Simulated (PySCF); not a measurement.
F₄Si, SMILES F[Si](F)(F)F (connectivity only; charge and spin as stated), charge +1, multiplicity 2.

Geometry: ωB97X-D3(BJ)/def2-SVP. The multiplicity is an assumed one; other spin states were not compared. The isomer is the one that the SMILES or the coordinates give; other isomers of the formula were not compared.

Level of theory: PySCF with ωB97X-D3(BJ)/def2-SVP.

Frequencies are harmonic and unscaled.

Computed normal modes with their intensities:
| mode | ν (cm⁻¹) | IR (km/mol) | moving atoms (share of kinetic energy) |
|---|---|---|---|
| 1 | 184 | 0.0 | F 100 % |
| 2 | 269 | 20.6 | F 95 % |
| 3 | 271 | 16.3 | Si 62 %, F 38 % |
| 4 | 285 | 35.8 | F 79 %, Si 21 % |
| 5 | 395 | 40.4 | F 84 %, Si 16 % |
| 6 | 470 | 62.5 | F 90 %, Si 10 % |
| 7 | 756 | 12.7 | F 95 % |
| 8 | 1054 | 185.9 | F 53 %, Si 47 % |
| 9 | 1181 | 188.6 | Si 51 %, F 49 % |
